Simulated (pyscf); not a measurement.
Four-centre exchange: formic acid (O=CH–OH) + silane (SiH₄) → O=CH–O–SiH₃ + hydrogen (H₂)

Gas phase, singlet surface, charge 0. Bonds broken: O1–H4, Si6–H7. Bonds formed: O1–Si6, H4–H7. Single points on ωB97X-D3(BJ)/def2-SVP structures (PySCF, gas phase).

Transition state (Å):

```xyz
10

O     -1.0294    -0.5649    -0.2384
C     -1.5595    -1.2386     0.8202
O     -1.3279    -2.3818     1.0548
H     -0.0886    -0.7032    -0.8935
H     -2.2269    -0.5756     1.4098
Si    -0.3672     1.2515    -0.6383
H      0.5586     0.0101    -1.4171
H     -1.5138     1.7570     0.1932
H      0.8470     1.6998     0.0993
H     -0.5759     1.9146    -1.9565
```

One imaginary mode, 1406i cm⁻¹; descent along it reached the two sides named.

```tsv
bond	change	reactant side (Å)	saddle	product side
O1–H4	breaks	0.972	1.155	2.589
Si6–H7	breaks	1.489	1.733	3.5
O1–Si6	forms	3.1	1.974	1.695
H4–H7	forms	3.3	1.096	0.761
```

Electronic energies relative to the separated reactants (eV):

| level | barrier | reaction energy | reverse barrier |
|---|---|---|---|
| ωB97X-D3(BJ)/def2-TZVP | 2.04 | -0.62 | 2.66 |
| PBE/def2-TZVP | 1.81 | -0.47 | 2.29 |
| r²SCAN/def2-TZVP | 1.89 | -0.60 | 2.49 |
| B3LYP-D3(BJ)/def2-TZVP | 1.99 | -0.60 | 2.59 |
| PBE0-D3(BJ)/def2-TZVP | 1.93 | -0.51 | 2.43 |
| M06-2X/def2-TZVP | 2.04 | -0.72 | 2.76 |
| ωB97M-D3(BJ)/def2-TZVP | 2.02 | -0.57 | 2.59 |
| HF/def2-TZVP | 2.84 | -0.50 | 3.34 |

With ωB97M-D3(BJ)/def2-TZVP energies and thermal terms (ideal gas, 1 atm, RRHO with modes under 100 cm⁻¹ raised to 100, one conformer, R ln 2 for chiral ones without a mode under 150 cm⁻¹), in eV:

```tsv
T (K)	ΔH‡	ΔG‡	ΔH	ΔG
298	1.92	2.32	-0.69	-0.62
600	1.94	2.71	-0.63	-0.57
900	1.98	3.08	-0.59	-0.55
1200	2.02	3.45	-0.56	-0.54
```

The same reactants have a lower exit, to HO–CH₂–O–SiH₃ (barrier +1.74 eV at ωB97M-D3(BJ)/def2-TZVP, against +2.02 eV here). This is the saddle that the search found; another between the same sides may lie lower.
